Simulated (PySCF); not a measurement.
Method: B3LYP-D3(BJ)/def2-TZVP // PBE0-D4/def2-TZVP (PySCF 2.14.0). Isolated molecules, 0 K electronic values unless said otherwise. B3LYP has the VWN-RPA correlation part, as in Gaussian. 

Reference species (SMILES): `[CH2]C` (neutral, multiplicity 2).

- highest occupied spin orbital: -5.61 eV

Changed species: `C([CH2])=C` (radical fragment; the reference has radical fragment).

Q: Give the shifts of the highest occupied spin orbital.

A: the highest occupied spin orbital rises by 0.03 eV, to -5.58 eV.
